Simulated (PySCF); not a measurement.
# SiN⁻ with other numerical set-ups

Aim: see how much the energy and properties of SiN⁻ depend on the numerical set-up.

Computed with PySCF 2.14.0. Level: each script names its method and basis.

7 further runs of the same task are left out: 7 that didn't finish.

## 1. Starting geometry

SiN⁻: 2 atoms, charge -1, spin multiplicity 1.

Bond lengths: Si1–N2 1.935 Å.

## 2. Base script

input.py reads:

```python
from pyscf import gto, scf, cc

mol = gto.M(
    atom='Si 0 0 0; N 0 0 1.935',
    basis='sbkjc',
    ecp={'Si': 'sbkjc', 'N': 'sbkjc'},
    charge=-1,
    spin=0,
    verbose=4,
)
mf = scf.RHF(mol)
mf.kernel()
mycc = cc.CCSD(mf)
mycc.kernel()
mycc.ccsd_t()
mf.dip_moment()
print('orbital energies (hartree):', mf.mo_energy[..., max(0, mol.nelec[1]-3):mol.nelec[0]+3].round(4))
```

The run is started by

```bash
$ OMP_NUM_THREADS=1 python input.py
```

The log of this run is left out.

In short: E(SCF) = -13.255536 Eh, 10 cycles, E(CCSD) − E(SCF) = -0.21654 Eh, (T) = -0.01365 Eh.

The bond length is a typed value, not an optimised one. The dipole of an ion depends on the origin.

## 3. Core potential off

Variant 1 changes core potential: on → off. The core potential changes with it: totals don't compare.

input.py reads:

```python
from pyscf import gto, scf, cc

mol = gto.M(
    atom='Si 0 0 0; N 0 0 1.935',
    basis='sbkjc',
    charge=-1,
    spin=0,
    verbose=4,
)
mf = scf.RHF(mol)
mf.kernel()
mycc = cc.CCSD(mf)
mycc.kernel()
mycc.ccsd_t()
mf.dip_moment()
print('orbital energies (hartree):', mf.mo_energy[..., max(0, mol.nelec[1]-3):mol.nelec[0]+3].round(4))
```

The run is started by

```bash
$ OMP_NUM_THREADS=1 python input.py
```

## 4. Def2-tzvpp (core potential off)

Variant 2 changes basis set: sbkjc → def2-tzvpp; core potential: on → off; step after the SCF: ccsd(t) → mp2. The core potential changes with it: totals don't compare.

input.py reads:

```python
from pyscf import gto, scf, mp

mol = gto.M(
    atom='Si 0 0 0; N 0 0 1.935',
    basis='def2-tzvpp',
    charge=-1,
    spin=0,
    verbose=4,
)
mf = scf.RHF(mol)
mf.kernel()
mp.MP2(mf).kernel()
mf.dip_moment()
print('orbital energies (hartree):', mf.mo_energy[..., max(0, mol.nelec[1]-3):mol.nelec[0]+3].round(4))
```

## 5. Sto-3g (core potential off)

Variant 3 changes basis set: sbkjc → sto-3g; core potential: on → off. The core potential changes with it: totals don't compare.

Edit input.py of step 2 so:

```diff
@@ -4,4 +4,3 @@
     atom='Si 0 0 0; N 0 0 1.935',
-    basis='sbkjc',
-    ecp={'Si': 'sbkjc', 'N': 'sbkjc'},
+    basis='sto-3g',
     charge=-1,
```

**Question.** What will these runs give? Wanted: for each run, E(SCF); from base; gap; after the SCF.

As calculated:

```
                             run  E(SCF) (hartree)  from base (eV)  cycles  gap (eV)  functions                  after the SCF
                            base        -13.255536               0      10      9.06         16  CCSD(T) correlation -6.264 eV
core potential off (poor choice)        -74.417193  not comparable       9      4.24         16  CCSD(T) correlation -0.931 eV
 def2-tzvpp (core potential off)       -343.251389  not comparable      11      8.85         73     MP2 correlation -15.387 eV
     sto-3g (core potential off)       -338.882534  not comparable      11     10.67         14  CCSD(T) correlation -6.756 eV
```

Rows marked «poor choice» come from settings spoiled on purpose.
